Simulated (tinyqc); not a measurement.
Coupled-perturbed Hartree-Fock on RHF in the sto-3g basis, for H3O+, spin multiplicity 1, step by step (part 1 of 2). Computed by tinyqc, a small Python program that keeps every step (integrals from PySCF). Settings: charge = 1, multiplicity = 1, basis = sto-3g, method = RHF, energy threshold = 1e-10, iteration cap = 66, orthogonalisation = symmetric, start = atomic densities, DIIS depth = 6. Command: `OMP_NUM_THREADS=1 python tinyqc.py 22792 22793 out.jsonl` (the two numbers bound the seeds that draw the settings). One thread of a shared host (Intel(R) Xeon(R) Processor @ 2.60GHz), about 0.2 s of CPU time with the checks. The early iterations of the SCF are left out here.

## One-electron integrals

Geometry (angstrom):
```
atom          x          y         z
O      0.000000   0.000000  0.128000
H      1.095000   0.000000  0.000000
H     -0.547000   0.948000  0.000000
H     -0.547000  -0.948000  0.000000
```

Basis sto-3g: exponents (1/bohr^2) and contraction coefficients of normalised primitives:
```
element  l (shell)    exponent  coefficient
O            s (1)  130.709320     0.154329
O            s (1)   23.808861     0.535328
O            s (1)    6.443608     0.444635
O            s (2)    5.033151    -0.099967
O            s (2)    1.169596     0.399513
O            s (2)    0.380389     0.700115
O            p (3)    5.033151     0.155916
O            p (3)    1.169596     0.607684
O            p (3)    0.380389     0.391957
H            s (1)    3.425251     0.154329
H            s (1)    0.623914     0.535328
H            s (1)    0.168855     0.444635
```

Overlap, kinetic and nuclear-attraction integrals over the contracted functions; the nuclear repulsion is the sum of Za Zb / Rab.

nuclear repulsion = 12.36078213 hartree

overlap S, lower triangle:
```
           1O 1s     1O 2s     1O 2px     1O 2py     1O 2pz     2H 1s     3H 1s     4H 1s
1O 1s   1.000000
1O 2s   0.236704  1.000000
1O 2px  0.000000  0.000000   1.000000
1O 2py  0.000000  0.000000   0.000000   1.000000
1O 2pz  0.000000  0.000000   0.000000   0.000000   1.000000
2H 1s   0.038182  0.384708   0.337415   0.000000  -0.039442  1.000000
3H 1s   0.038228  0.385002  -0.168726   0.292418  -0.039483  0.141064  1.000000
4H 1s   0.038228  0.385002  -0.168726  -0.292418  -0.039483  0.141064  0.141067  1.000000
```

kinetic energy T (hartree), lower triangle:
```
            1O 1s     1O 2s     1O 2px     1O 2py     1O 2pz      2H 1s      3H 1s     4H 1s
1O 1s   29.003200
1O 2s   -0.168011  0.808128
1O 2px   0.000000  0.000000   2.528731
1O 2py   0.000000  0.000000   0.000000   2.528731
1O 2pz   0.000000  0.000000   0.000000   0.000000   2.528731
2H 1s   -0.008455  0.069691   0.183951   0.000000  -0.021503   0.760032
3H 1s   -0.008447  0.069860  -0.092082   0.159586  -0.021548  -0.008487   0.760032
4H 1s   -0.008447  0.069860  -0.092082  -0.159586  -0.021548  -0.008487  -0.008487  0.760032
```

nuclear attraction V (hartree), lower triangle:
```
             1O 1s       1O 2s      1O 2px      1O 2py      1O 2pz      2H 1s      3H 1s      4H 1s
1O 1s   -62.058890
1O 2s    -7.524036  -10.484994
1O 2px    0.000005    0.000052  -10.454203
1O 2py    0.000000    0.000000    0.000000  -10.454382
1O 2pz    0.004080    0.049881   -0.000012    0.000000  -10.325491
2H 1s    -1.242234   -3.102208   -2.405913    0.000000    0.293098  -5.545606
3H 1s    -1.243742   -3.105014    1.203313   -2.085460    0.293448  -0.895640  -5.547172
4H 1s    -1.243742   -3.105014    1.203313    2.085460    0.293448  -0.895640  -0.895852  -5.547172
```

core Hamiltonian H = T + V (hartree), lower triangle:
```
             1O 1s      1O 2s     1O 2px     1O 2py     1O 2pz      2H 1s      3H 1s      4H 1s
1O 1s   -33.055690
1O 2s    -7.692047  -9.676866
1O 2px    0.000005   0.000052  -7.925472
1O 2py    0.000000   0.000000   0.000000  -7.925651
1O 2pz    0.004080   0.049881  -0.000012   0.000000  -7.796760
2H 1s    -1.250689  -3.032517  -2.221961   0.000000   0.271595  -4.785574
3H 1s    -1.252189  -3.035154   1.111231  -1.925874   0.271901  -0.904128  -4.787140
4H 1s    -1.252189  -3.035154   1.111231   1.925874   0.271901  -0.904128  -0.904339  -4.787140
```

## Two-electron integrals

Functions are numbered as in S; the eight-fold symmetry (ij|kl) = (ji|kl) = (kl|ij) leaves the list below.

Two-electron integrals (ij|kl) in chemists' order, unique and non-zero (hartree):
```
(11|11) 4.785065    (21|11) 0.741380    (21|21) 0.136873    (22|11) 1.118947
(22|21) 0.256633    (22|22) 0.817206    (31|31) 0.024477    (32|31) 0.037809
(32|32) 0.180518    (33|11) 1.115814    (33|21) 0.256684    (33|22) 0.817023
(33|33) 0.880159    (41|41) 0.024477    (42|41) 0.037809    (42|42) 0.180518
(43|43) 0.047444    (44|11) 1.115814    (44|21) 0.256684    (44|22) 0.817023
(44|33) 0.785270    (44|44) 0.880159    (51|51) 0.024477    (52|51) 0.037809
(52|52) 0.180518    (53|53) 0.047444    (54|54) 0.047444    (55|11) 1.115814
(55|21) 0.256684    (55|22) 0.817023    (55|33) 0.785270    (55|44) 0.785270
(55|55) 0.880159    (61|11) 0.121070    (61|21) 0.022178    (61|22) 0.041369
(61|31) 0.001011    (61|32) 0.001903    (61|33) 0.041534    (61|44) 0.041288
(61|51) -0.000118   (61|52) -0.000222   (61|53) -0.000029   (61|55) 0.041291
(61|61) 0.003640    (62|11) 0.311937    (62|21) 0.072517    (62|22) 0.257789
(62|31) 0.005417    (62|32) 0.042407    (62|33) 0.266384    (62|44) 0.253276
(62|51) -0.000633   (62|52) -0.004957   (62|53) -0.001532   (62|55) 0.253455
(62|61) 0.011997    (62|62) 0.103000    (63|11) 0.230484    (63|21) 0.054248
(63|22) 0.205880    (63|31) 0.010908    (63|32) 0.075539    (63|33) 0.223936
(63|44) 0.196667    (63|51) -0.000413   (63|52) -0.003722   (63|53) -0.002174
(63|55) 0.196803    (63|61) 0.009347    (63|62) 0.099964    (63|63) 0.110131
(64|41) 0.007373    (64|42) 0.043698    (64|43) 0.008674    (64|54) -0.001014
(64|64) 0.014233    (65|11) -0.026942   (65|21) -0.006341   (65|22) -0.024066
(65|31) -0.000413   (65|32) -0.003722   (65|33) -0.024149   (65|44) -0.022989
(65|51) 0.007422    (65|52) 0.044133    (65|53) 0.008810    (65|55) -0.025033
(65|61) -0.001093   (65|62) -0.011685   (65|63) -0.011210   (65|65) 0.015543
(66|11) 0.469774    (66|21) 0.110970    (66|22) 0.453874    (66|31) 0.010195
(66|32) 0.111720    (66|33) 0.488318    (66|44) 0.436011    (66|51) -0.001192
(66|52) -0.013059   (66|53) -0.006114   (66|55) 0.436726    (66|61) 0.018495
(66|62) 0.234312    (66|63) 0.259494    (66|65) -0.030334   (66|66) 0.774606
(71|11) 0.121216    (71|21) 0.022205    (71|22) 0.041419    (71|31) -0.000506
(71|32) -0.000952   (71|33) 0.041399    (71|41) 0.000877    (71|42) 0.001650
(71|43) -0.000107   (71|44) 0.041522    (71|51) -0.000118   (71|52) -0.000223
(71|53) 0.000014    (71|54) -0.000025   (71|55) 0.041341    (71|61) 0.003578
(71|62) 0.011565    (71|63) 0.008473    (71|64) 0.000317    (71|65) -0.001055
(71|66) 0.017646    (71|71) 0.003649    (72|11) 0.312223    (72|21) 0.072583
(72|22) 0.258014    (72|31) -0.002710   (72|32) -0.021211   (72|33) 0.256774
(72|41) 0.004696    (72|42) 0.036760    (72|43) -0.005678   (72|44) 0.263338
(72|51) -0.000634   (72|52) -0.004963   (72|53) 0.000767    (72|54) -0.001329
(72|55) 0.253677    (72|61) 0.011562    (72|62) 0.079551    (72|63) 0.059250
(72|64) 0.008959    (72|65) -0.008740   (72|66) 0.143560    (72|71) 0.012023
(72|72) 0.103167    (73|11) -0.115277   (73|21) -0.027132   (73|22) -0.102967
(73|31) 0.008265    (73|32) 0.051699    (73|33) -0.108276   (73|41) -0.001531
(73|42) -0.013792   (73|43) 0.009668    (73|44) -0.102081   (73|51) 0.000207
(73|52) 0.001862    (73|53) -0.001305   (73|54) 0.000503    (73|55) -0.098427
(73|61) -0.003958   (73|62) -0.021844   (73|63) -0.006287   (73|64) -0.001896
(73|65) 0.002346    (73|66) -0.030700   (73|71) -0.004681   (73|72) -0.050033
(73|73) 0.038242    (74|11) 0.199786    (74|21) 0.047022    (74|22) 0.178451
(74|31) -0.001531   (74|32) -0.013792   (74|33) 0.172612    (74|41) 0.010035
(74|42) 0.067644    (74|43) -0.008061   (74|44) 0.191955    (74|51) -0.000358
(74|52) -0.003227   (74|53) 0.000503    (74|54) -0.001886   (74|55) 0.170582
(74|61) 0.007494    (74|62) 0.055788    (74|63) 0.041278    (74|64) 0.016433
(74|65) -0.006027   (74|66) 0.102295    (74|71) 0.008112    (74|72) 0.086711
(74|73) -0.041566   (74|74) 0.086296    (75|11) -0.026975   (75|21) -0.006349
(75|22) -0.024095   (75|31) 0.000207    (75|32) 0.001862    (75|33) -0.023306
(75|41) -0.000358   (75|42) -0.003227   (75|43) 0.000503    (75|44) -0.023887
(75|51) 0.007429    (75|52) 0.044176    (75|53) -0.004407   (75|54) 0.007638
(75|55) -0.025063   (75|61) -0.001055   (75|62) -0.008742   (75|63) -0.006395
(75|64) -0.000980   (75|65) 0.011445    (75|66) -0.017123   (75|71) -0.001095
(75|72) -0.011708   (75|73) 0.005612    (75|74) -0.009727   (75|75) 0.015572
(76|11) 0.086112    (76|21) 0.020178    (76|22) 0.077171    (76|31) 0.000609
(76|32) 0.005578    (76|33) 0.077659    (76|41) 0.001054    (76|42) 0.009655
(76|43) 0.000324    (76|44) 0.078032    (76|51) -0.000285   (76|52) -0.002607
(76|53) -0.000307   (76|54) -0.000531   (76|55) 0.075739    (76|61) 0.003289
(76|62) 0.029532    (76|63) 0.026855    (76|64) 0.003139    (76|65) -0.003775
(76|66) 0.067905    (76|71) 0.003293    (76|72) 0.029553    (76|73) -0.010706
(76|74) 0.024843    (76|75) -0.003778   (76|76) 0.010441    (77|11) 0.469969
(77|21) 0.111015    (77|22) 0.454036    (77|31) -0.005098   (77|32) -0.055862
(77|33) 0.449235    (77|41) 0.008836    (77|42) 0.096814    (77|43) -0.022655
(77|44) 0.475426    (77|51) -0.001193   (77|52) -0.013072   (77|53) 0.003059
(77|54) -0.005301   (77|55) 0.436879    (77|61) 0.017632    (77|62) 0.143483
(77|63) 0.103910    (77|64) 0.024521    (77|65) -0.017111   (77|66) 0.277717
(77|71) 0.018525    (77|72) 0.234539    (77|73) -0.129793   (77|74) 0.224943
(77|75) -0.030372   (77|76) 0.067905    (77|77) 0.774606    (81|11) 0.121216
(81|21) 0.022205    (81|22) 0.041419    (81|31) -0.000506   (81|32) -0.000952
(81|33) 0.041399    (81|41) -0.000877   (81|42) -0.001650   (81|43) 0.000107
(81|44) 0.041522    (81|51) -0.000118   (81|52) -0.000223   (81|53) 0.000014
(81|54) 0.000025    (81|55) 0.041341    (81|61) 0.003578    (81|62) 0.011565
(81|63) 0.008473    (81|64) -0.000317   (81|65) -0.001055   (81|66) 0.017646
(81|71) 0.003582    (81|72) 0.011575    (81|73) -0.004512   (81|74) 0.007185
(81|75) -0.001056   (81|76) 0.003195    (81|77) 0.017652    (81|81) 0.003649
(82|11) 0.312223    (82|21) 0.072583    (82|22) 0.258014    (82|31) -0.002710
(82|32) -0.021211   (82|33) 0.256774    (82|41) -0.004696   (82|42) -0.036760
(82|43) 0.005678    (82|44) 0.263338    (82|51) -0.000634   (82|52) -0.004963
(82|53) 0.000767    (82|54) 0.001329    (82|55) 0.253677    (82|61) 0.011562
(82|62) 0.079551    (82|63) 0.059250    (82|64) -0.008959   (82|65) -0.008740
(82|66) 0.143560    (82|71) 0.011575    (82|72) 0.079613    (82|73) -0.037388
(82|74) 0.046865    (82|75) -0.008749   (82|76) 0.023446    (82|77) 0.143584
(82|81) 0.012023    (82|82) 0.103167    (83|11) -0.115277   (83|21) -0.027132
(83|22) -0.102967   (83|31) 0.008265    (83|32) 0.051699    (83|33) -0.108276
(83|41) 0.001531    (83|42) 0.013792    (83|43) -0.009668   (83|44) -0.102081
(83|51) 0.000207    (83|52) 0.001862    (83|53) -0.001305   (83|54) -0.000503
(83|55) -0.098427   (83|61) -0.003958   (83|62) -0.021844   (83|63) -0.006287
(83|64) 0.001896    (83|65) 0.002346    (83|66) -0.030700   (83|71) -0.004512
(83|72) -0.037388   (83|73) 0.027802    (83|74) -0.021590   (83|75) 0.004047
(83|76) -0.008311   (83|77) -0.073191   (83|81) -0.004681   (83|82) -0.050033
(83|83) 0.038242    (84|11) -0.199786   (84|21) -0.047022   (84|22) -0.178451
(84|31) 0.001531    (84|32) 0.013792    (84|33) -0.172612   (84|41) 0.010035
(84|42) 0.067644    (84|43) -0.008061   (84|44) -0.191955   (84|51) 0.000358
(84|52) 0.003227    (84|53) -0.000503   (84|54) -0.001886   (84|55) -0.170582
(84|61) -0.007494   (84|62) -0.055788   (84|63) -0.041278   (84|64) 0.016433
(84|65) 0.006027    (84|66) -0.102295   (84|71) -0.007185   (84|72) -0.046865
(84|73) 0.021590    (84|74) -0.017681   (84|75) 0.005052    (84|76) -0.014407
(84|77) -0.077774   (84|81) -0.008112   (84|82) -0.086711   (84|83) 0.041566
(84|84) 0.086296    (85|11) -0.026975   (85|21) -0.006349   (85|22) -0.024095
(85|31) 0.000207    (85|32) 0.001862    (85|33) -0.023306   (85|41) 0.000358
(85|42) 0.003227    (85|43) -0.000503   (85|44) -0.023887   (85|51) 0.007429
(85|52) 0.044176    (85|53) -0.004407   (85|54) -0.007638   (85|55) -0.025063
(85|61) -0.001055   (85|62) -0.008742   (85|63) -0.006395   (85|64) 0.000980
(85|65) 0.011445    (85|66) -0.017123   (85|71) -0.001056   (85|72) -0.008749
(85|73) 0.004047    (85|74) -0.005052   (85|75) 0.011455    (85|76) -0.002893
(85|77) -0.017127   (85|81) -0.001095   (85|82) -0.011708   (85|83) 0.005612
(85|84) 0.009727    (85|85) 0.015572    (86|11) 0.086112    (86|21) 0.020178
(86|22) 0.077171    (86|31) 0.000609    (86|32) 0.005578    (86|33) 0.077659
(86|41) -0.001054   (86|42) -0.009655   (86|43) -0.000324   (86|44) 0.078032
(86|51) -0.000285   (86|52) -0.002607   (86|53) -0.000307   (86|54) 0.000531
(86|55) 0.075739    (86|61) 0.003289    (86|62) 0.029532    (86|63) 0.026855
(86|64) -0.003139   (86|65) -0.003775   (86|66) 0.067905    (86|71) 0.003195
(86|72) 0.023446    (86|73) -0.008311   (86|74) 0.014407    (86|75) -0.002893
(86|76) 0.008373    (86|77) 0.043348    (86|81) 0.003293    (86|82) 0.029553
(86|83) -0.010706   (86|84) -0.024843   (86|85) -0.003778   (86|86) 0.010441
(87|11) 0.086138    (87|21) 0.020183    (87|22) 0.077188    (87|31) -0.001217
(87|32) -0.011146   (87|33) 0.078234    (87|44) 0.077490    (87|51) -0.000285
(87|52) -0.002608   (87|53) 0.000613    (87|55) 0.075756    (87|61) 0.003192
(87|62) 0.023432    (87|63) 0.016628    (87|65) -0.002891   (87|66) 0.043348
(87|71) 0.003294    (87|72) 0.029557    (87|73) -0.016149   (87|74) 0.021704
(87|75) -0.003779   (87|76) 0.008373    (87|77) 0.067907    (87|81) 0.003294
(87|82) 0.029557    (87|83) -0.016149   (87|84) -0.021704   (87|85) -0.003779
(87|86) 0.008373    (87|87) 0.010442    (88|11) 0.469969    (88|21) 0.111015
(88|22) 0.454036    (88|31) -0.005098   (88|32) -0.055862   (88|33) 0.449235
(88|41) -0.008836   (88|42) -0.096814   (88|43) 0.022655    (88|44) 0.475426
(88|51) -0.001193   (88|52) -0.013072   (88|53) 0.003059    (88|54) 0.005301
(88|55) 0.436879    (88|61) 0.017632    (88|62) 0.143483    (88|63) 0.103910
(88|64) -0.024521   (88|65) -0.017111   (88|66) 0.277717    (88|71) 0.017652
(88|72) 0.143584    (88|73) -0.073191   (88|74) 0.077774    (88|75) -0.017127
(88|76) 0.043348    (88|77) 0.277719    (88|81) 0.018525    (88|82) 0.234539
(88|83) -0.129793   (88|84) -0.224943   (88|85) -0.030372   (88|86) 0.067905
(88|87) 0.067907    (88|88) 0.774606
```

## Orthogonalisation

S = U s U^T; symmetric (Loewdin) form X = U s^(-1/2) U^T, so that X^T S X = 1.

eigenvalues of S: 0.420027  0.509953  0.510231  0.971501  1.018158  1.348707  1.348980  1.872444

X, lower triangle:
```
            1O 1s      1O 2s     1O 2px     1O 2py    1O 2pz      2H 1s      3H 1s     4H 1s
1O 1s    1.024380
1O 2s   -0.142949   1.216316
1O 2px   0.000005  -0.000077   1.085189
1O 2py   0.000000   0.000000   0.000000   1.085325
1O 2pz   0.002022  -0.019481   0.000010   0.000000  1.001952
2H 1s    0.018180  -0.212930  -0.216838   0.000000  0.021416   1.129389
3H 1s    0.018193  -0.213189   0.108459  -0.187977  0.021449  -0.046394   1.129602
4H 1s    0.018193  -0.213189   0.108459   0.187977  0.021449  -0.046394  -0.046406  1.129602
```

## Iteration 8 (converged): orbitals

converged F (hartree), lower triangle:
```
             1O 1s      1O 2s     1O 2px     1O 2py     1O 2pz      2H 1s      3H 1s      4H 1s
1O 1s   -20.776746
1O 2s    -5.288648  -2.881220
1O 2px    0.000006   0.000077  -0.781445
1O 2py    0.000000   0.000000   0.000000  -0.781641
1O 2pz    0.008006   0.030786  -0.000014   0.000000  -0.836950
2H 1s    -0.867103  -0.962631  -0.576585   0.000000   0.082755  -0.709563
3H 1s    -0.868136  -0.963427   0.288304  -0.499620   0.082826  -0.250093  -0.710043
4H 1s    -0.868136  -0.963427   0.288304   0.499620   0.082826  -0.250093  -0.250180  -0.710043
```

Diagonalise F' = X^T F X, C = X C', fill 5 alpha and 5 beta electrons from the bottom; D = 2 C_occ C_occ^T. Each column has its largest component positive (the first on a tie).

F' = X^T F X (hartree), lower triangle:
```
            1          2          3          4          5          6          7          8
1  -20.395307
2   -2.717127  -1.673258
3    0.000008  -0.000056  -0.545600
4    0.000000   0.000000   0.000000  -0.545495
5    0.013863  -0.015535   0.000008   0.000000  -0.830962
6   -0.097509  -0.418269  -0.475284   0.000000   0.056019  -0.300805
7   -0.097757  -0.418679   0.237669  -0.411874   0.056080  -0.051216  -0.300698
8   -0.097757  -0.418679   0.237669   0.411874   0.056080  -0.051216  -0.051259  -0.300698
```

orbital energies (hartree): MO1 -20.785247, MO2 -1.667983, MO3 -0.998460, MO4 -0.998231, MO5 -0.840383, MO6 -0.009107, MO7 0.203063, MO8 0.203526

coefficients C:
```
              MO1        MO2        MO3        MO4        MO5        MO6        MO7        MO8
1O 1s    0.994247  -0.241831   0.000000  -0.000032  -0.023823  -0.152339  -0.000156   0.000000
1O 2s    0.025404   0.894581   0.000000   0.000186   0.117447   0.906510   0.001063   0.000000
1O 2px  -0.000002  -0.000073   0.000000   0.693655  -0.000068   0.000689  -0.875798   0.000000
1O 2py   0.000000   0.000000   0.693563   0.000000   0.000000   0.000000   0.000000   0.876111
1O 2pz  -0.000902  -0.036978   0.000000   0.000070   0.990110  -0.154870  -0.000174   0.000000
2H 1s   -0.004177   0.100611   0.000000   0.418167  -0.045851  -0.626828   0.890478   0.000000
3H 1s   -0.004181   0.100715   0.362090  -0.209017  -0.045823  -0.626000  -0.446082  -0.771831
4H 1s   -0.004181   0.100715  -0.362090  -0.209017  -0.045823  -0.626000  -0.446082   0.771831
```

D after iteration 8, lower triangle:
```
            1O 1s     1O 2s     1O 2px     1O 2py     1O 2pz      2H 1s      3H 1s     4H 1s
1O 1s    2.095155
1O 2s   -0.387753  1.629430
1O 2px  -0.000010  0.000111   0.962316
1O 2py   0.000000  0.000000   0.000000   0.962059
1O 2pz  -0.031083  0.166366  -0.000031   0.000000   1.963372
2H 1s   -0.054809  0.169183   0.580119   0.000000  -0.098170   0.374211
3H 1s   -0.054829  0.169141  -0.289980   0.502265  -0.098210  -0.150305   0.374116
4H 1s   -0.054829  0.169141  -0.289980  -0.502265  -0.098210  -0.150305  -0.150321  0.374116
```

## Convergence

Stop when the energy changes by less than 1e-10 hartree and every element of the error matrix X^T (F D S - S D F) X is below 3e-06.

Course of the cycle:
```
iteration   E (hartree)     change  largest element of the error matrix
1          -71.15334232          -                             9.33e-01
2          -75.14629194  -3.99e+00                             3.35e-01
3          -75.29032680  -1.44e-01                             2.95e-02
4          -75.29150662  -1.18e-03                             5.34e-03
5          -75.29155275  -4.61e-05                             2.99e-04
6          -75.29155314  -3.88e-07                             3.33e-05
7          -75.29155314  -3.96e-09                             3.90e-06
8          -75.29155314  -4.00e-11                             1.98e-08
```

PySCF RHF in the same basis = -75.29155314 hartree

Converged in 8 iterations.
